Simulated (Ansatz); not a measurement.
# BPH₃+ (singlet): wave-function methods side by side, cc-pVDZ

How much of the correlation energy of BPH₃+ (singlet) does each wave-function method recover here?

The runs use Ansatz 0.2.0, Gaussian basis; cc-pVDZ, core rule «outside noble gas», up to 6 orbitals frozen.

Plan: UHF; CCSD(T) on RHF; BCCD(T) on RHF; CISD; CCSDT(Q) on RHF.

17 further runs of the same task are left out: 10 that didn't finish, 7 set aside as unsound or not needed.

### Step 1. The system

The geometry is a PBE0/def2-TZVP stationary point (not a proven minimum) of the parent state, kept for this charge and spin.

5 atoms, charge 1, spin multiplicity 1.

Atoms are counted from 1 here; the program's logs count them from 0.

Bond lengths: B1–P2 1.817 Å, B1–H3 1.187 Å, P2–H4 1.416 Å, P2–H5 1.410 Å. Angles: P2–B1–H3 136.1°, B1–P2–H4 108.9°, B1–P2–H5 105.9°, H4–P2–H5 100.2°.

### Step 2. UHF

The input, in.yaml:

```yaml
crystal:
  periodic: [false, false, false]
  atoms:
    - {symbol: B, position_ang: [0.099987, 0.159970, 1.324829]}
    - {symbol: P, position_ang: [-0.079971, -0.033477, -0.473099]}
    - {symbol: H, position_ang: [0.033993, -0.552065, 2.271946]}
    - {symbol: H, position_ang: [0.685590, -1.148850, -0.892407]}
    - {symbol: H, position_ang: [0.665456, 1.013847, -1.051220]}
basis:
  gaussian: {orbitals: cc-pVDZ}
total_charge: 1
magnetization: {spin_polarized: true, initial_magnetization: 0}
hamiltonian: {xc: hf}
output: {orbitals: {seedname: orbitals}}
```

On the command line:

```console
ansatz run in.yaml --threads 1 --pin off --events-out ev --progress --plain --max-ram 2393MiB
```

The runs that follow: CCSD(T) on RHF; BCCD(T) on RHF; CISD; CCSDT(Q) on RHF.

**Question.** What will the summary of the whole plan be? Wanted: RCCSDT(Q) below the RHF energy; RMP2 from RCCSDT(Q); RCCSD from RCCSDT(Q); RCCSD(T) from RCCSDT(Q); T1 diagnostic.

As calculated:

| quantity | value |
| --- | --- |
| RCCSDT(Q) below the RHF energy | -6.2514 eV |
| RMP2 from RCCSDT(Q) | +29.61 kcal/mol |
| RCCSD from RCCSDT(Q) | +6.24 kcal/mol |
| RCCSD(T) from RCCSDT(Q) | +1.17 kcal/mol |
| levels within 1 kcal/mol (43 meV) | RCCSDT |
| T1 diagnostic | 0.026 |

**Reading.** RCCSD(T) misses by +1.17 kcal/mol, 0.8 % of the correlation energy. These misses are within one basis, not against nature.
